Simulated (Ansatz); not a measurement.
## Other spins and charges of Ge–PH2, doublet at one geometry

Geometry (PBE0/def2-TZVP stationary point for this spin, not checked as a minimum):

| atom | x (Å) | y (Å) | z (Å) |
| --- | --- | --- | --- |
| Ge | 0.0000 | 0.0000 | 0.7020 |
| P | 0.0000 | 0.0000 | -1.4925 |
| H | 0.0000 | 1.1073 | -2.3623 |
| H | 0.0000 | -1.1073 | -2.3623 |

Basis cc-pVDZ; Ansatz 0.2.0. Correlated methods freeze the noble-gas cores and the filled d shells of p-block atoms. Prefix R: restricted or restricted open-shell reference. Active spaces: valence = (11e, 10o) chosen from the atoms' valence shells. No spin–orbit coupling is included, and no scalar relativity.

Gaps are energies of the second state less the first, at fixed atoms, for a selection of the levels run; each method lands on the state that its own search finds for that charge and spin.

For open shells CISD is restricted-active-space CI with the open shells as a complete middle space.

PBE gives 8.868 eV for removing an electron, to the triplet. Estimate what RCCSDTQ gives in cc-pVDZ.

RCCSDTQ in cc-pVDZ gives 8.624 eV, so against it PBE is off by 0.244 eV.

| level | gap (eV) | error (meV) |
| --- | --- | --- |
| RHF | 7.725 | -899 |
| RMP2 | 8.580 | -44 |
| CISD | 8.374 | -250 |
| RCCSD | 8.528 | -96 |
| RCCSD(T) | 8.609 | -15 |
| BCCD(T) | 8.609 | -15 |
| RCCSDT | 8.615 | -9 |
| RCCSDT(Q) | 8.624 | 0 |
| CASSCF (valence space) | 7.882 | -742 |
| NEVPT2 (valence space) | 8.487 | -137 |
| MRCISD (valence space) | 8.520 | -104 |
| MRCISD+Q (valence space) | 8.621 | -3 |
| r2SCAN | 8.906 | 282 |
| PBE0 | 8.819 | 195 |
| B3LYP | 8.849 | 225 |
| wB97M-V | 8.792 | 168 |
| B2PLYP | 8.722 | 98 |
| RPA-PBE | 8.771 | 147 |

PBE gives 7.472 eV for removing an electron, to the singlet. Estimate what RCCSDTQ gives in cc-pVDZ.

RCCSDTQ in cc-pVDZ gives 7.217 eV, so against it PBE is off by 0.255 eV.

```
                   level  gap (eV)  error (meV)
                     RHF     7.011         -206
                    RMP2     7.255           38
                    CISD     7.199          -18
                   RCCSD     7.220            3
                RCCSD(T)     7.217            0
                 BCCD(T)     7.217            0
                  RCCSDT     7.218            1
               RCCSDT(Q)     7.215           -2
  CASSCF (valence space)     6.424         -793
  NEVPT2 (valence space)     7.063         -154
  MRCISD (valence space)     7.110         -107
MRCISD+Q (valence space)     7.219            2
                  r2SCAN     7.704          487
                    PBE0     7.579          362
                   B3LYP     7.494          277
                 wB97M-V     7.456          239
                  B2PLYP     7.358          141
                 RPA-PBE     7.328          111
```

Quartet less doublet: 2.563 eV at RCCSDTQ.

| level | gap (eV) | error (meV) |
| --- | --- | --- |
| RHF | 1.962 | -601 |
| RMP2 | 2.493 | -70 |
| CISD | 2.347 | -216 |
| RCCSD | 2.472 | -91 |
| RCCSD(T) | 2.548 | -15 |
| BCCD(T) | 2.549 | -14 |
| RCCSDT | 2.555 | -8 |
| RCCSDT(Q) | 2.563 | 0 |
| CASSCF (valence space) | 2.514 | -49 |
| NEVPT2 (valence space) | 2.608 | 45 |
| MRCISD (valence space) | 2.566 | 3 |
| MRCISD+Q (valence space) | 2.570 | 7 |
| PBE | 2.607 | 44 |
| r2SCAN | 2.454 | -109 |
| PBE0 | 2.477 | -86 |
| B3LYP | 2.631 | 68 |
| wB97M-V | 2.626 | 63 |
| B2PLYP | 2.618 | 55 |
| RPA-PBE | 2.630 | 67 |

In so small a basis the reference is far from its limit while semilocal and hybrid functionals are nearer theirs (RPA and double hybrids share much of the reference's basis error), so the functionals' errors here hold much of the reference's basis and frozen-core error, which can add to them or hide them.

Full CI isn't at hand for all of this; RCCSDTQ serves as the reference, and is uncertain by about the last step of the cluster series.
